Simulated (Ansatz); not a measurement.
Calculated with Ansatz (gas phase, PBE0-D4/def2-TZVP geometries, no zero-point term in ΔE). CCSD(T)/CBS is the MP2 limit (def2-TZVPP, def2-QZVPP) plus CCSD(T) − MP2 in def2-TZVPP, frozen cores. This one scheme is used for every species. Functionals use def2-TZVPP. Each species was taken in one conformer, which may not be the lowest.

`CC(=O)Cl` + `C=C` → `C=CC(=O)Cl` + CH₄  (formal exchange of groups at a C–C bond)

`CC(=O)Cl`:

Z-matrix (Å, degrees):
```
C
C 1 1.491
H 1 1.089 2 109.4
H 1 1.091 2 109.4 3 -121.4
H 1 1.091 2 109.4 3 121.3
O 2 1.179 1 127.8 3 -0.2
Cl 2 1.794 1 111.8 3 179.8
```

`C=C`:

```xyz
6

C     0.400    0.298    0.434
C    -0.400   -0.298   -0.434
H     1.350    0.726    0.133
H     0.139    0.383    1.484
H    -1.350   -0.726   -0.133
H    -0.139   -0.383   -1.484
```

`C=CC(=O)Cl`:

Z-matrix (Å, degrees):
```
C
C 1 1.328
H 1 1.084 2 120.6
H 1 1.083 2 121.2 3 180.0
C 2 1.473 1 119.8 3 0.0
H 2 1.082 1 122.8 3 -180.0
Cl 5 1.785 2 111.9 1 -180.0
O 5 1.184 2 127.5 1 0.0
```

CH₄:

Cartesian coordinates in Å:
```
C 0.000 0.000 0.000
H -0.005 0.349 -1.032
H -0.880 -0.618 0.179
H -0.015 0.857 0.673
H 0.899 -0.588 0.181
```

```tsv
species	B97M-V energy (Eh)
`CC(=O)Cl`	-613.38788
`C=C`	-78.61712
`C=CC(=O)Cl`	-651.48278
CH₄	-40.53068
```

(1) Work out ΔE.

Largest T1 diagnostic among the species: 0.015.

Answers

(1) ΔE = (-651.48278) + (-40.53068) − (-613.38788) − (-78.61712) = -0.00846 Eh = -0.23 eV. CCSD(T)/CBS gives -0.15 eV.

From r2SCAN to r2SCAN0 (25 % exact exchange), in def2-TZVPP and without D4, ΔE moves by +0.03 eV. At CCSD(T), def2-SVP lies −0.04 eV from the extrapolated value and def2-TZVPP −0.01 eV. Leaving LDA and LC-ωPBE aside and taking each functional with its dispersion term where it has one, the values, not all of them listed here, spread over 0.08 eV, from B97M-V to ωB97X-V.
